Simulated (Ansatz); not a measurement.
A made-up structure of CH$_{3}$BCl, doublet:

| atom | x (Å) | y (Å) | z (Å) |
| --- | --- | --- | --- |
| B1 | -0.9078 | -0.5327 | -0.4966 |
| C2 | 0.6844 | 1.6598 | 0.3481 |
| Cl3 | 0.3785 | -0.1221 | 0.2143 |
| H4 | -1.7938 | 0.0752 | -1.0051 |
| H5 | 1.4325 | -0.6494 | -0.4021 |
| H6 | 0.3960 | -0.6106 | 1.4512 |

It is relaxed with PBE-D4/def2-SVP and then PBE0-D4/def2-TZVP (Ansatz 0.2.0). Atoms count as bonded within 1.22 times the sum of their covalent radii (H–H: 0.88 Å). The end point is not checked to be a true minimum.

Problem. Does its bonding change? (Judge from chemistry; the calculation decides.)

Solution. The calculation gives: Yes. Formed: B1–C2, B1–H5, C2–H4; broken: B1–Cl3, B1–H4, Cl3–H5, Cl3–H6.

Where it ends: The first stage lowers the energy by 4.60 eV in 19 steps. It ends as a complex of CH₂BCl ([BH][CH][Cl]) + H:
```xyz
6
angstrom
B 0.4696 -0.1019 -1.5632
C -0.4256 0.3350 -0.6000
Cl -0.1304 -0.0148 1.0736
H -1.3318 0.8969 -0.7908
H 1.2269 -0.4704 -2.3805
H 0.3809 -0.8246 4.3708
```

Labels in which every atom is bracketed show which atoms are joined, not bond orders.

For scale, one of the runs: PBE0-D4/def2-TZVP relaxation, 117 basis functions, launched by `ansatz run in.yaml --threads 2 --pin off --events-out ev --progress --plain --max-ram 4352MiB`. The run took about 13 min on 2 CPU threads of an AMD EPYC 7R43 (shared host).
